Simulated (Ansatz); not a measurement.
Cost and result for the atomization energy of C₃H₆FN (`C/C(F)=C/N`) (11 atoms, 10 bonds).

```xyz
11

C     0.3231   -0.3311   -1.6630
C     0.0187   -0.3956   -0.2197
F    -0.2428   -1.6567    0.2222
C    -0.0098    0.5912    0.6693
N    -0.2015    0.4326    2.0366
H     0.5091    0.7012   -1.9613
H    -0.5091   -0.7194   -2.2586
H     1.2091   -0.9254   -1.9089
H     0.2024    1.5964    0.3276
H    -0.7247    1.1777    2.4685
H    -0.5744   -0.4709    2.2873
```

The species carries charge 0 and has multiplicity 1. The structure was optimised at the PBE0-D4/def2-TZVP level. It is one conformer, not always the lowest. Program: Ansatz. All runs use 4 threads of an Intel Xeon Platinum 8259CL on a shared host. Times are those of one run each, without the atoms' runs, and a repeat can differ threefold. Electronic energies, without spin–orbit coupling; frozen cores. CCSD(T)/CBS adds CCSD(T) − MP2 in def2-TZVPP to the MP2 limit, and its time is that of the two runs behind it. T1 = 0.012. B3LYP takes the VWN-RPA correlation (the form of Gaussian; ORCA's B3LYP/G).

CCSD(T)/CBS is a level of theory with its own doubt, some kJ/mol a heavy atom from the limit and from the frozen cores, so smaller differences don't rank the functionals.

| level | functions | wall time |
| --- | --- | --- |
| PBE0-D4/def2-TZVPP | 239 | 2.2 s |
| PBE-D4/def2-TZVPP (with forces) | 239 | 2.4 s |
| B3LYP-D4/def2-TZVPP (with forces) | 239 | 3.5 s |
| r2SCAN-D4/def2-TZVPP (with forces) | 239 | 3.6 s |
| B2PLYP/def2-TZVPP | 239 | 4.4 s |
| ωB97X-V/def2-TZVPP | 239 | 6 s |
| ωB97M-V/def2-TZVPP (with forces) | 239 | 7.5 s |
| MP2/def2-QZVPP | 465 | 20 s |
| CCSD(T)/def2-TZVPP | 239 | 80 s |
| CCSD(T)/CBS(def2) | – | 99 s |

Problem. What atomization energy does each give, and how far from CCSD(T)/CBS? (Estimate.)

Solution. Ansatz gave: 
| level | atomization (kJ/mol) | difference from CCSD(T)/CBS | per bond |
| --- | --- | --- | --- |
| PBE0-D4/def2-TZVPP | 4407.5 | 45.8 | 4.6 |
| PBE-D4/def2-TZVPP (with forces) | 4515.1 | 153.4 | 15.3 |
| B3LYP-D4/def2-TZVPP (with forces) | 4385.3 | 23.6 | 2.4 |
| r2SCAN-D4/def2-TZVPP (with forces) | 4380.0 | 18.3 | 1.8 |
| B2PLYP/def2-TZVPP | 4334.1 | -27.6 | -2.8 |
| ωB97X-V/def2-TZVPP | 4378.0 | 16.3 | 1.6 |
| ωB97M-V/def2-TZVPP (with forces) | 4386.3 | 24.6 | 2.5 |
| MP2/def2-QZVPP | 4394.3 | 32.6 | 3.3 |
| CCSD(T)/def2-TZVPP | 4244.6 | -117.1 | -11.7 |
| CCSD(T)/CBS(def2) | 4361.7 | 0.0 | 0.0 |

In def2-TZVPP, CCSD(T) changes the Hartree–Fock value by +1140.0 kJ/mol (the triples alone add +71.2 kJ/mol) and MP2 by +1220.4 kJ/mol; breaking electron pairs costs correlation energy, which Hartree–Fock lacks. The D4 term adds +26.8 kJ/mol with B3LYP and +14.0 kJ/mol with PBE0; it sums over pairs of atoms, weighted by their polarisabilities, and B3LYP, whose exchange is more repulsive, gets the larger term. From PBE to PBE0 (25 % exact exchange), in def2-TZVPP and without D4, the atomization energy moves by −104.7 kJ/mol: exact exchange takes away binding that semilocal exchange gives to molecules.
